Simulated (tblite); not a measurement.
Species: C₄H₅F₂ (doublet state).
Atom-mapped SMILES: `[CH2:1]=[CH:2][C:3]([F:4])[CH2:5][F:6]` (hydrogens: H7, H8 on C1; H9 on C2; H10, H11 on C5)

Cartesian coordinates in Å at the GFN2-xTB level; atoms count from 1:
```
atom  x, y, z in Å
C1     2.0752   -0.0881   -0.1474
C2     0.7592   -0.4547   -0.0872
C3    -0.2925    0.4132    0.1110
F4    -0.0686    1.7393    0.2610
C5    -1.7435    0.0761    0.1907
F6    -1.9489   -1.2653    0.0431
H7     2.3685    0.9405   -0.0393
H8     2.8461   -0.8180   -0.3039
H9     0.4835   -1.4936   -0.1981
H10   -2.1624    0.3677    1.1657
H11   -2.3113    0.5855   -0.6024
```

Method: GFN2-xTB as coded in tblite; computed harmonic values from a numerical Hessian at the method's own geometry, unscaled. This tight-binding method is rough: wavenumbers can miss measured ones by several per cent, in bad cases by 10 to 20. One conformer, not necessarily the lowest. Open shells enter through the occupations alone, without spin polarisation, and single modes of such species can be off by tens of per cent.

Harmonic wavenumbers (cm⁻¹): 39.2, 173.9, 181.7, 272.6, 331.0, 439.1, 542.5, 577.5, 776.5, 813.5, 932.2, 943.7, 1013.1, 1069.2, 1168.8, 1185.2, 1260.5, 1307.2, 1331.8, 1412.8, 1456.4, 1501.9, 2863.7, 2890.7, 3087.5, 3128.0, 3170.3.

A = 5771, B = 2552, C = 1790 MHz; mass 91.036 u (most abundant isotopes); point group Cs, symmetry number 1; spin multiplicity 2.

Zero-point energy?

½Σν̃ = 16935 cm⁻¹ = 202.59 kJ/mol.

Entropy at 200 K, 1 bar (ideal gas, RRHO, classical rotation)?

Translation 156.82, rotation 107.58, vibration 42.96, spin (R ln 2) 5.76: S = 313.1 J/(mol K).

And Cp and H(200 K) − H(0)?

Cp = 80.01 J/(mol K), of which vibrations give 46.75 (their classical limit is 27 R = 224.5); H(200 K) − H(0) = 11.26 kJ/mol without the zero-point energy, 4.61 from vibrations.

Blend soft modes into free rotors: weight 1/[1 + (100 cm⁻¹/ν̃)⁴] for the oscillator and the rest for a rotor with moment μB/(μ + B), μ = h/(8π²ν), B = 10⁻⁴⁴ kg m². What vibrational entropy results?

38.65 J/(mol K) in place of 42.96, which changes −T·S at 200 K by +0.86 kJ/mol.

Which modes carry the vibrational entropy at 200 K?

39.2 cm⁻¹: 18.87; 173.9 cm⁻¹: 6.97; 181.7 cm⁻¹: 6.66; 272.6 cm⁻¹: 3.93; 331.0 cm⁻¹: 2.82; 439.1 cm⁻¹: 1.53 J/(mol K); the other 21 give 2.19 together.

What must be added to the electronic energy to get the Gibbs energy at 200 K and 1 bar?

ZPE + [H(200 K) − H(0)] − T·S = 202.59 + 11.26 − 62.63 = 151.22 kJ/mol.

Hindered rotation and anharmonicity are outside this model. Other conformers, if any are populated, would add a mixing term that is left out.
